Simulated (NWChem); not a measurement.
Species: diphosphorus (P2); SMILES P#P

Program: NWChem. Pople sets run with spherical d functions. The geometry was optimised at PBE0/def2-SVP. Static field.

For level PBE/def2-TZVPD:

| Property | Result |
|---|---|
| isotropic polarisability (bohr³) | 49.4 |
| anisotropy (bohr³) | 29.7 |

**Question.** How do the values read with level PBE/6-31+G* instead?

**Answer.** The isotropic polarisability (bohr³) is 41.5 and the anisotropy (bohr³) comes out as 43.6.
